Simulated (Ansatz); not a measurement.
# A workflow on MgCl2 (SMILES [Cl][Mg][Cl])

Aim: a series of 40 runs (HF/STO-3G, UHF/STO-3G, HF/3-21G, UHF/3-21G, HF/6-31G*, UHF/6-31G*, B3LYP/6-31G*, UB3LYP/6-31G*, and more) of Cl2Mg. 

The results are computed with Ansatz 0.2.0.

## 1. The system as given

MgCl2: 3 atoms, total charge 0, spin state singlet. As SMILES, `[Cl][Mg][Cl]`. The coordinates come from a PBE0-D4/def2-TZVP relaxation. The run starts from this shape.

Bond lengths: Cl1–Mg2 2.169 Å, Mg2–Cl3 2.169 Å. Angles: Cl1–Mg2–Cl3 179.9°.

## 2. A geometry optimisation at HF/STO-3G (run 1)

File run.yaml:

```yaml
crystal:
  periodic: [false, false, false]
  atoms:
    - {symbol: Cl, position_ang: [0.464200, 2.042800, 0.469200]}
    - {symbol: Mg, position_ang: [-0.005100, -0.021200, -0.004700]}
    - {symbol: Cl, position_ang: [-0.470100, -2.086400, -0.477600]}
basis:
  gaussian:
    orbitals: STO-3G
hamiltonian:
  xc: hf
relax:
  f_tol: 0.002
output:
  orbitals: {seedname: orbitals}
```

Launch:

```sh
ansatz run run.yaml --threads 1 --pin off --max-ram 3480MiB --events-out events.jsonl --progress --plain --runs-dir runs
```

The program printed:

```text
Warning: RAYON_NUM_THREADS=1 ignored (pool sized by the plan → 1); use --threads N
The last accepted step is kept in runs//last_step.txt (removed where the run ends without a failure and the disk answers)
[... 43 lines left out ...]
Total energy: -30109.61866968 eV, -1106.5080770783 hartree
[... 3 lines left out ...]
Dipole moment:    -0.000150     0.000042    -0.000035 e Å
```

Wall time 2.1 s (1 thread of Arm Neoverse N1, shared host); peak memory 0.081 GiB.

Steps, from the record of the run:

| step | energy from the first frame kept (eV) | largest force (eV/Å) |
| --- | --- | --- |
| 1 | 0.0000 | 1.5526 |
| 2 | -0.1281 | 0.0929 |
| 3 | -0.1285 | 0.0117 |
| 4 | -0.1284 | 0.0424 |
| 5 | -0.1285 | 0.0001 |

After the run. Bond lengths: Cl1–Mg2 2.090 Å, Mg2–Cl3 2.090 Å. Angles: Cl1–Mg2–Cl3 180.0°.

## 3. Vibrational wavenumbers at HF/STO-3G (run 2)

File input.yaml:

```yaml
crystal:
  periodic: [false, false, false]
  atoms:
    - {symbol: Cl, position_ang: [0.446527, 1.967893, 0.451822]}
    - {symbol: Mg, position_ang: [-0.003739, -0.021580, -0.004384]}
    - {symbol: Cl, position_ang: [-0.453789, -2.011113, -0.460539]}
basis:
  gaussian: {orbitals: STO-3G}
hamiltonian: {xc: hf}
phonons: {temperatures: {t_min: 298.15, t_max: 298.15, t_step: 1}}
```

Launch:

```sh
ansatz run input.yaml --threads 1 --pin off --max-ram 3480MiB --events-out events.jsonl --progress --plain --runs-dir runs
```

The program printed:

```text
Warning: RAYON_NUM_THREADS=1 ignored (pool sized by the plan → 1); use --threads N
[... 75 lines left out ...]
Total energy: -30109.61873948 eV, -1106.5080796435 hartree
[... 3 lines left out ...]
Dipole moment:    -0.000150     0.000042    -0.000035 e Å
Vibrations: 120.49 120.49 417.21 814.72 cm⁻¹, zero-point energy 0.091309 eV
```

Wall time 3.9 s (1 thread of Arm Neoverse N1, shared host); peak memory 0.081 GiB.

Runs 3 to 35 aren't shown in full; the table further down has their settings and results.

## 4. The harmonic vibrations at PBE0/aug-cc-pVTZ (run 36)

File job.yaml:

```yaml
crystal:
  periodic: [false, false, false]
  atoms:
    - {symbol: Cl, position_ang: [0.464605, 2.046375, 0.469907]}
    - {symbol: Mg, position_ang: [-0.004341, -0.021412, -0.004523]}
    - {symbol: Cl, position_ang: [-0.471265, -2.089763, -0.478484]}
basis:
  gaussian:
    orbitals: aug-cc-pVTZ
hamiltonian:
  xc: pbe0
phonons:
  temperatures: {t_min: 298.15, t_max: 298.15, t_step: 1}
```

Launch:

```sh
ansatz run job.yaml --threads 1 --pin off --max-ram 3480MiB --events-out events.jsonl --progress --plain --runs-dir runs
```

The program printed:

```text
Warning: RAYON_NUM_THREADS=1 ignored (pool sized by the plan → 1); use --threads N
[... 7 lines left out ...]
1111 factors; their error is unknown
[... 8 lines left out ...]
1111 factors; their error is unknown
[... 5 lines left out ...]
1111 factors; their error is unknown
[... 4 lines left out ...]
1111 factors; their error is unknown
[... 5 lines left out ...]
1111 factors; their error is unknown
[... 4 lines left out ...]
1111 factors; their error is unknown
[... 4 lines left out ...]
1111 factors; their error is unknown
[... 3 lines left out ...]
Total energy: -30484.21307643 eV, -1120.2741676169 hartree
[... 3 lines left out ...]
Dipole moment:    -0.001030     0.000288    -0.000239 e Å
Vibrations: 109.19 109.19 321.94 617.66 cm⁻¹, zero-point energy 0.071785 eV
```

Wall time 56 s (1 thread of Arm Neoverse N1, shared host); peak memory 0.32 GiB.

Runs 37 to 39 aren't shown in full; the table further down has their settings and results.

## 5. The doublet cation: a geometry optimisation at UB3LYP-D4/def2-TZVP (run 40)

File job.yaml:

```yaml
crystal:
  periodic: [false, false, false]
  atoms:
    - symbol: Cl
      position_ang: [0.465233, 2.049151, 0.470543]
    - symbol: Mg
      position_ang: [-0.004340, -0.021413, -0.004523]
    - symbol: Cl
      position_ang: [-0.471893, -2.092538, -0.479120]
basis:
  gaussian:
    orbitals: def2-TZVP
hamiltonian:
  xc: {name: B3LYP}
  dispersion: d4
magnetization:
  spin_polarized: true
  initial_magnetization: 1
total_charge: 1
relax: {}
```

Launch:

```sh
ansatz run job.yaml --threads 1 --pin off --max-ram 3480MiB --events-out events.jsonl --progress --plain --runs-dir runs
```

The program printed, shortened:

```text
Warning: RAYON_NUM_THREADS=1 ignored (pool sized by the plan → 1); use --threads N
[... 1 set-up line as earlier in the session ...]
[... 7 lines left out ...]
814 factors; their error is unknown
[... 13 lines left out ...]
814 factors; their error is unknown
[... 6 lines left out ...]
814 factors; their error is unknown
[... 5 lines left out ...]
814 factors; their error is unknown
[... 4 lines left out ...]
814 factors; their error is unknown
[... 6 lines left out ...]
Total energy: -30485.15131087 eV, -1120.3086470968 hartree
[... 3 lines left out ...]
Dipole moment:    -0.000643     0.000180    -0.000149 e Å
```

Run time: 6 min. Hardware: 1 thread of Arm Neoverse N1, shared host; peak memory 0.36 GiB.

Steps, from the record of the run:

| step | energy from the first frame kept (eV) | largest force (eV/Å) |
| --- | --- | --- |
| 1 | 0.0000 | 0.8438 |
| 2 | -0.0503 | 0.2767 |
| 3 | -0.0572 | 0.0235 |
| 4 | -0.0573 | 0.0002 |

After the run. Bond lengths: Cl1–Mg2 2.247 Å, Mg2–Cl3 2.247 Å. Angles: Cl1–Mg2–Cl3 180.0°.

## 6. All runs side by side

| run | level | task | walk f tol | partner | energy (Eh) | dipole moment (D) | wall time |
| --- | --- | --- | --- | --- | --- | --- | --- |
| 1 | HF/STO-3G | optimise | 0.002 | base | -1106.508077 | 0.00 | 2.1 s |
| 2 | HF/STO-3G | frequencies | – | base | -1106.508080 | 0.00 | 3.9 s |
| 3 | UHF/STO-3G | energy | – | cation | -1106.179048 | – | 0.99 s |
| 4 | UHF/STO-3G | optimise | – | cation | -1106.197405 | – | 5.1 s |
| 5 | HF/3-21G | optimise | 0.002 | base | -1113.243443 | 0.00 | 2.4 s |
| 6 | HF/3-21G | frequencies | – | base | -1113.243443 | 0.00 | 5.1 s |
| 7 | UHF/3-21G | energy | – | cation | -1112.844273 | – | 2.8 s |
| 8 | UHF/3-21G | optimise | – | cation | -1112.859263 | – | 12 s |
| 9 | HF/6-31G* (Cartesian functions) | optimise | 0.002 | base | -1118.727144 | 0.00 | 6.3 s |
| 10 | HF/6-31G* (Cartesian functions) | frequencies | – | base | -1118.727144 | 0.00 | 14 s |
| 11 | UHF/6-31G* (Cartesian functions) | energy | – | cation | -1118.332598 | – | 5.7 s |
| 12 | UHF/6-31G* (Cartesian functions) | optimise | – | cation | -1118.346436 | – | 24 s |
| 13 | B3LYP/6-31G* (Cartesian functions) | optimise | 0.002 | base | -1120.630683 | 0.00 | 13 s |
| 14 | B3LYP/6-31G* (Cartesian functions) | frequencies | – | base | -1120.630683 | 0.00 | 26 s |
| 15 | UB3LYP/6-31G* (Cartesian functions) | energy | – | cation | -1120.225926 | – | 37 s |
| 16 | UB3LYP/6-31G* (Cartesian functions) | optimise | – | cation | -1120.228174 | – | 2.4 min |
| 17 | PBE/def2-SVP | optimise | 0.002 | base | -1119.766385 | 0.00 | 8.1 s |
| 18 | PBE/def2-SVP | frequencies | – | base | -1119.766385 | 0.00 | 14 s |
| 19 | UPBE/def2-SVP | energy | – | cation | -1119.375774 | – | 26 s |
| 20 | UPBE/def2-SVP | optimise | – | cation | -1119.379194 | – | 93 s |
| 21 | MP2/6-31G* (Cartesian functions) | optimise | 0.002 | base | -1119.015217 | 0.01 | 7.2 s |
| 22 | MP2/6-31G* (Cartesian functions) | frequencies | – | base | -1119.015217 | 0.01 | 12 s |
| 23 | UMP2/6-31G* (Cartesian functions) | energy | – | cation | -1118.593364 | – | 8.1 s |
| 24 | UMP2/6-31G* (Cartesian functions) | optimise | – | cation | -1118.606517 | – | 32 s |
| 25 | CCSD(T)/cc-pVDZ | optimise | 0.002 | base | -1119.111922 | 0.00 | 75 s |
| 26 | CCSD(T)/cc-pVDZ | frequencies | – | base | -1119.111922 | 0.00 | 3.2 min |
| 27 | UCCSD(T)/cc-pVDZ | energy | – | cation | -1118.693370 | – | 27 s |
| 28 | UCCSD(T)/cc-pVDZ | optimise | – | cation | -1118.706494 | – | 5.7 min |
| 29 | PBE-D3(BJ)/def2-TZVP | optimise | 0.002 | base | -1120.157415 | 0.01 | 11 s |
| 30 | PBE-D3(BJ)/def2-TZVP | frequencies | – | base | -1120.157415 | 0.01 | 14 s |
| 31 | UPBE-D3(BJ)/def2-TZVP | energy | – | cation | -1119.765189 | – | 56 s |
| 32 | UPBE-D3(BJ)/def2-TZVP | optimise | – | cation | -1119.767471 | – | 3 min |
| 33 | wB97X-V/def2-TZVP | optimise | 0.002 | base | -1120.487469 | 0.00 | 45 s |
| 34 | wB97X-V/def2-TZVP | frequencies | – | base | -1120.487469 | 0.00 | 58 s |
| 35 | PBE0/aug-cc-pVTZ | optimise | 0.002 | base | -1120.274168 | 0.01 | 44 s |
| 36 | PBE0/aug-cc-pVTZ | frequencies | – | base | -1120.274168 | 0.01 | 56 s |
| 37 | B3LYP-D4/def2-TZVP | optimise | 0.002 | base | -1120.713585 | 0.01 | 16 s |
| 38 | B3LYP-D4/def2-TZVP | frequencies | – | base | -1120.713585 | 0.01 | 21 s |
| 39 | UB3LYP-D4/def2-TZVP | energy | – | cation | -1120.306542 | – | 91 s |
| 40 | UB3LYP-D4/def2-TZVP | optimise | – | cation | -1120.308647 | – | 6 min |

## 7. What came out

```
                                                                                     quantity           value
                                              doublet cation, run 40: total energy at the end  -1120.30865 Eh
                                                    doublet cation, run 40: dispersion energy    -7.17 kJ/mol
                                                                 doublet cation, run 40: ⟨S²⟩           0.755
                                 vertical ionisation energy (to the doublet cation), HF/3-21G       10.862 eV
                             vertical ionisation energy (to the doublet cation), PBE/def2-SVP       10.629 eV
                               vertical ionisation energy (to the doublet cation), MP2/6-31G*       11.479 eV
                          vertical ionisation energy (to the doublet cation), CCSD(T)/cc-pVDZ       11.389 eV
            adiabatic ionisation energy (to the doublet cation, no zero-point term), HF/3-21G       10.454 eV
        adiabatic ionisation energy (to the doublet cation, no zero-point term), PBE/def2-SVP       10.536 eV
adiabatic ionisation energy (to the doublet cation, no zero-point term), PBE-D3(BJ)/def2-TZVP       10.611 eV
  adiabatic ionisation energy (to the doublet cation, no zero-point term), B3LYP-D4/def2-TZVP       11.019 eV
```

At HF/3-21G: removing an electron at fixed nuclei costs 10.86 eV (1048 kJ/mol). At PBE/def2-SVP: the vertical ionisation energy comes to 10.63 eV (245 kcal/mol). At MP2/6-31G*: removing an electron at fixed nuclei costs 11.48 eV (265 kcal/mol). At CCSD(T)/cc-pVDZ: removing an electron at fixed nuclei costs 11.39 eV (263 kcal/mol). At HF/3-21G: the adiabatic ionisation energy (to the doublet cation, no zero-point term) is 10.45 eV (1009 kJ/mol). At PBE/def2-SVP: the adiabatic ionisation energy (to the doublet cation, no zero-point term) is 10.54 eV (1017 kJ/mol). Totals of different functionals can't be ranked against each other. In runs 1, 2, 3, 4 the basis is minimal, so the values are rough. All runs together took 35 min, the longest 6 min.
